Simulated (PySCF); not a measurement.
# C4H5F: NMR shifts at several levels of theory, part 2 of 2

PySCF 2.14.0. Atoms count from 0.

**9. Shielding tensors: KT3/pcSseg-2**

What the job is given:

```
{"job": {"kind": "nmr", "xc": "KT3", "basis": "pcSseg-2", "pop": false}, "charge": 0, "multiplicity": 1}
C     -1.145122    -0.049038     0.592352
C      0.313766    -0.302339     0.284488
C      1.189697     0.762485    -0.416507
C      0.859933    -0.295027    -1.079127
F      0.928017    -0.972057    -2.195259
H     -1.258482     0.465429     1.560097
H     -1.708938    -0.993898     0.654564
H     -1.611070     0.577013    -0.184165
H      0.808110    -0.941537     1.038650
H      1.681969     1.721164    -0.289976
```

Method: GIAO KT3/pcSseg-2 NMR shielding, non-relativistic, gas phase.

Output:

```text
coarse grid: 8536 points
cycle   1  E = -258.9078108869  dE =  6.440e-01  |g| = 6.535e-01  |ddm| = 2.364e+00
cycle   2  E = -258.7991070028  dE =  1.087e-01  |g| = 9.917e-01  |ddm| = 1.488e+00
cycle   3  E = -258.9896592877  dE = -1.906e-01  |g| = 1.302e-01  |ddm| = 1.002e+00
cycle   4  E = -258.9927236324  dE = -3.064e-03  |g| = 5.018e-02  |ddm| = 1.308e-01
cycle   5  E = -258.9932215302  dE = -4.979e-04  |g| = 2.570e-02  |ddm| = 5.412e-02
cycle   6  E = -258.9933700255  dE = -1.485e-04  |g| = 7.223e-03  |ddm| = 2.135e-02
cycle   7  E = -258.9933813818  dE = -1.136e-05  |g| = 2.202e-03  |ddm| = 6.673e-03
cycle   8  E = -258.9933823942  dE = -1.012e-06  |g| = 5.413e-04  |ddm| = 2.356e-03
final grid: 83296 points
cycle   9  E = -258.9982664036  dE = -2.863e-04  |g| = 2.146e-02  |ddm| = 2.014e-01
cycle  10  E = -258.9980329701  dE =  2.334e-04  |g| = 4.308e-02  |ddm| = 4.047e-02
cycle  11  E = -258.9983268082  dE = -2.938e-04  |g| = 4.842e-03  |ddm| = 2.945e-02
cycle  12  E = -258.9983326913  dE = -5.883e-06  |g| = 1.130e-03  |ddm| = 3.967e-03
cycle  13  E = -258.9983329274  dE = -2.361e-07  |g| = 4.390e-04  |ddm| = 9.397e-04
cycle  14  E = -258.9983329762  dE = -4.888e-08  |g| = 6.357e-05  |ddm| = 4.323e-04
cycle  15  E = -258.9983329770  dE = -7.217e-10  |g| = 2.997e-05  |ddm| = 6.650e-05
converged SCF energy = -258.9983329770

GIAO shielding tensors (ppm)
atom      isotropic    diamagn.    paramagn.     s11        s22        s33       span
  0 C      155.968     243.516     -87.548    129.768    153.477    184.660     54.892
  1 C      145.237     249.926    -104.689    107.667    134.466    193.578     85.911
  2 C      107.601     262.993    -155.392     37.635    121.115    164.054    126.419
  3 C       27.120     257.971    -230.851    -85.144     57.689    108.815    193.960
  4 F      298.035     467.451    -169.416    151.954    267.422    474.728    322.774
  5 H       29.769      30.014      -0.245     26.536     28.041     34.731      8.195
  6 H       29.732      29.924      -0.193     26.268     27.811     35.116      8.848
  7 H       30.805      31.315      -0.510     28.171     28.965     35.280      7.108
  8 H       28.520      30.522      -2.002     22.700     27.697     35.163     12.463
  9 H       26.299      30.005      -3.707     24.109     25.507     29.280      5.171
```

Wall time 25 s (1 thread of Arm Neoverse V2, shared host); peak memory 0.73 GiB.

In short: δ C3 154.2, C2 73.7, C1 36.1, C0 25.3, H9 5.06, H8 2.83 ppm.

**10. Nuclear shieldings: B97-D/pcSseg-2**

The job, as its differences from that of step 9:

```diff
@@ -1,2 +1,2 @@
-{"job": {"kind": "nmr", "xc": "KT3", "basis": "pcSseg-2", "pop": false}, "charge": 0, "multiplicity": 1}
+{"job": {"kind": "nmr", "xc": "B97-D", "basis": "pcSseg-2", "pop": false}, "charge": 0, "multiplicity": 1}
 C     -1.145122    -0.049038     0.592352
```

With the program's defaults for keys left out, this is: GIAO B97-D/pcSseg-2 NMR shielding, non-relativistic, gas phase.

Output:

```text
coarse grid: 8536 points
cycle   1  E = -255.0291234954  dE =  6.179e-01  |g| = 6.187e-01  |ddm| = 2.287e+00
cycle   2  E = -254.9271288572  dE =  1.020e-01  |g| = 9.331e-01  |ddm| = 1.271e+00
cycle   3  E = -255.1010344998  dE = -1.739e-01  |g| = 1.645e-01  |ddm| = 8.202e-01
cycle   4  E = -255.1064250447  dE = -5.391e-03  |g| = 7.703e-02  |ddm| = 1.767e-01
cycle   5  E = -255.1077171088  dE = -1.292e-03  |g| = 2.587e-02  |ddm| = 6.344e-02
cycle   6  E = -255.1078554786  dE = -1.384e-04  |g| = 5.972e-03  |ddm| = 2.092e-02
cycle   7  E = -255.1078625049  dE = -7.026e-06  |g| = 1.997e-03  |ddm| = 5.123e-03
final grid: 83296 points
cycle   8  E = -255.1027455547  dE = -1.077e-04  |g| = 1.513e-02  |ddm| = 9.079e-02
cycle   9  E = -255.1026124405  dE =  1.331e-04  |g| = 3.187e-02  |ddm| = 2.568e-02
cycle  10  E = -255.1027763960  dE = -1.640e-04  |g| = 3.752e-03  |ddm| = 1.986e-02
cycle  11  E = -255.1027799745  dE = -3.578e-06  |g| = 6.116e-04  |ddm| = 2.853e-03
cycle  12  E = -255.1027800350  dE = -6.053e-08  |g| = 2.367e-04  |ddm| = 6.188e-04
cycle  13  E = -255.1027800474  dE = -1.237e-08  |g| = 6.692e-05  |ddm| = 2.281e-04
cycle  14  E = -255.1027800484  dE = -9.957e-10  |g| = 1.870e-05  |ddm| = 6.679e-05
converged SCF energy = -255.1027800484

GIAO shielding tensors (ppm)
atom      isotropic    diamagn.    paramagn.     s11        s22        s33       span
  0 C      153.792     243.188     -89.396    127.558    151.615    182.202     54.644
  1 C      143.907     247.374    -103.467    104.919    132.363    194.440     89.521
  2 C      101.967     260.887    -158.920     26.427    116.752    162.722    136.295
  3 C       19.308     255.173    -235.865    -98.975     52.943    103.955    202.929
  4 F      300.736     467.467    -166.731    157.552    258.250    486.407    328.855
  5 H       29.789      29.891      -0.102     26.578     28.103     34.685      8.107
  6 H       29.780      29.828      -0.048     26.367     27.887     35.086      8.719
  7 H       30.839      30.627       0.212     28.206     29.010     35.302      7.096
  8 H       28.656      30.494      -1.838     22.904     27.741     35.324     12.420
  9 H       26.292      30.895      -4.603     24.157     25.601     29.118      4.962
```

Run time: 24 s. Hardware: 1 thread of Arm Neoverse V2, shared host; peak memory 0.9 GiB.

This run: δ C3 159.7, C2 77.1, C1 35.1, C0 25.2, H9 5.10, H8 2.74 ppm.

**11. Shielding tensors: B3LYP/pcSseg-2**

The job, as its differences from that of step 10:

```diff
@@ -1,2 +1,2 @@
-{"job": {"kind": "nmr", "xc": "B97-D", "basis": "pcSseg-2", "pop": false}, "charge": 0, "multiplicity": 1}
+{"job": {"kind": "nmr", "xc": "B3LYP", "basis": "pcSseg-2", "pop": false}, "charge": 0, "multiplicity": 1}
 C     -1.145122    -0.049038     0.592352
```

Method: GIAO B3LYP/pcSseg-2 NMR shielding, non-relativistic, gas phase.

Output:

```text
coarse grid: 8536 points
cycle   1  E = -255.2164291389  dE =  7.212e-01  |g| = 5.248e-01  |ddm| = 2.240e+00
cycle   2  E = -255.1821560518  dE =  3.427e-02  |g| = 6.726e-01  |ddm| = 8.403e-01
cycle   3  E = -255.2678194582  dE = -8.566e-02  |g| = 1.055e-01  |ddm| = 4.828e-01
cycle   4  E = -255.2699895973  dE = -2.170e-03  |g| = 4.825e-02  |ddm| = 1.148e-01
cycle   5  E = -255.2704827783  dE = -4.932e-04  |g| = 1.428e-02  |ddm| = 3.749e-02
cycle   6  E = -255.2705198621  dE = -3.708e-05  |g| = 4.378e-03  |ddm| = 1.237e-02
cycle   7  E = -255.2705238064  dE = -3.944e-06  |g| = 9.139e-04  |ddm| = 3.228e-03
final grid: 83296 points
cycle   8  E = -255.2753189686  dE = -6.594e-05  |g| = 5.537e-03  |ddm| = 4.141e-02
cycle   9  E = -255.2753122552  dE =  6.713e-06  |g| = 8.042e-03  |ddm| = 8.178e-03
cycle  10  E = -255.2753254179  dE = -1.316e-05  |g| = 9.973e-04  |ddm| = 4.979e-03
cycle  11  E = -255.2753255671  dE = -1.492e-07  |g| = 3.382e-04  |ddm| = 9.698e-04
cycle  12  E = -255.2753255843  dE = -1.722e-08  |g| = 1.805e-04  |ddm| = 3.099e-04
cycle  13  E = -255.2753255921  dE = -7.782e-09  |g| = 2.449e-05  |ddm| = 1.399e-04
cycle  14  E = -255.2753255922  dE = -1.335e-10  |g| = 8.737e-06  |ddm| = 2.912e-05
converged SCF energy = -255.2753255922

GIAO shielding tensors (ppm)
atom      isotropic    diamagn.    paramagn.     s11        s22        s33       span
  0 C      153.698     240.280     -86.582    126.195    152.199    182.700     56.505
  1 C      145.668     244.092     -98.424    105.721    133.698    197.584     91.862
  2 C       96.976     259.244    -162.269     14.284    112.582    164.061    149.776
  3 C       13.904     254.067    -240.163   -116.077     55.179    102.611    218.688
  4 F      310.070     466.616    -156.546    167.739    269.301    493.170    325.431
  5 H       29.774      29.857      -0.083     26.487     28.051     34.783      8.295
  6 H       29.772      29.790      -0.018     26.293     27.836     35.187      8.895
  7 H       30.828      30.257       0.570     28.084     28.955     35.444      7.359
  8 H       28.722      30.227      -1.506     22.870     27.719     35.575     12.705
  9 H       26.113      30.836      -4.723     24.019     25.328     28.993      4.974
```

Wall time 17 s (1 thread of Arm Neoverse V2, shared host); peak memory 0.87 GiB.

This run: δ C3 165.3, C2 82.2, C1 33.5, C0 25.5, H9 5.28, H8 2.67 ppm.

**12. Run by run: NMR shifts**

Shifts (ppm) of some atoms, chosen among heavy atoms and hydrogens apart, with basis size and wall time:

```csv
run,C3,C2,C0,C1,H9,H8,F4,functions,time
HF/pcSseg-2,157.7,83.0,25.5,24.1,5.69,2.41,-110.1,250,8.4 s
LDA/pcSseg-2,171.6,85.0,23.8,36.2,5.13,2.80,-156.8,250,20 s
PBE/pcSseg-2,164.8,80.2,24.8,35.7,5.08,2.76,-151.0,250,24 s
BLYP/pcSseg-2,166.0,79.9,25.7,36.3,5.13,2.77,-151.3,250,24 s
BP86/pcSseg-2,164.3,80.0,24.9,35.6,5.10,2.73,-151.8,250,24 s
OPBE/pcSseg-2,157.2,77.1,24.0,35.1,5.02,2.74,-143.3,250,25 s
KT2/pcSseg-2,157.1,75.1,25.4,36.3,5.08,2.86,-159.8,250,26 s
KT3/pcSseg-2,154.2,73.7,25.3,36.1,5.06,2.83,-151.1,250,25 s
B97-D/pcSseg-2,159.7,77.1,25.2,35.1,5.10,2.74,-146.6,250,24 s
B3LYP/pcSseg-2,165.3,82.2,25.5,33.5,5.28,2.67,-140.3,250,17 s
```

**13. Summary of results**

This closing draws on all 2 parts.

```
                                                            quantity                        value
                                ¹³C shifts against TMS (HF/pcSseg-2)  157.7, 83.0, 25.5, 24.1 ppm
¹H shifts against TMS (HF/pcSseg-2, means over atoms taken as alike)         5.69, 2.41, 1.29 ppm
                              ¹⁹F shifts against CFCl3 (HF/pcSseg-2)                   -110.1 ppm
                                            range of the shift of F4         -159.8 to -110.1 ppm
```

**Reading.** Single values in the summary come from the first run of each kind that ended normally (HF/pcSseg-2), which need not be the best level. The most deshielded hydrogen is H9 (hydrogen on an alkene CH), at 5.69 ppm: a vinylic proton, deshielded by the sp2 carbon and the C=C anisotropy. At HF/pcSseg-2: The widest tensor belongs to F4: span 293 ppm, with a paramagnetic part of -110 ppm. Across the 10 runs the shift of F4 moves most, between -159.8 (KT2/pcSseg-2) and -110.1 ppm (HF/pcSseg-2).
